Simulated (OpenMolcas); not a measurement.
How basis sets differ on SiH2O (oxosilane)

The species is SiH2O (4 atoms), meant as a singlet with charge 0. SMILES: `O=[SiH2]`. The coordinates come from a PBE0-D4/def2-TZVP relaxation.

Each level gives the HOMO–LUMO gap (eV). The values are calculated.

| level | kind | program | value (eV) | CPU time |
| --- | --- | --- | --- | --- |
| HF/ANO-S-MB | Hartree–Fock | OpenMolcas | 13.48 | 1.7 s |
| HF/STO-3G | Hartree–Fock | OpenMolcas | 15.28 | 1.7 s |
| HF/3-21G | Hartree–Fock | OpenMolcas | 13.33 | 2 s |
| HF/def2-SVP | Hartree–Fock | OpenMolcas | 13.43 | 2.4 s |
| HF/def2-TZVPP | Hartree–Fock | OpenMolcas | 13.02 | 11 s |

The values span 13.02 to 15.28 eV. A Hartree–Fock LUMO above zero doesn't converge with the basis: it sinks as sets grow more diffuse. Orbital gaps aren't excitation energies. CPU times are rough (shared hosts, several kinds of processor): they show what a rung costs within a factor of a few.
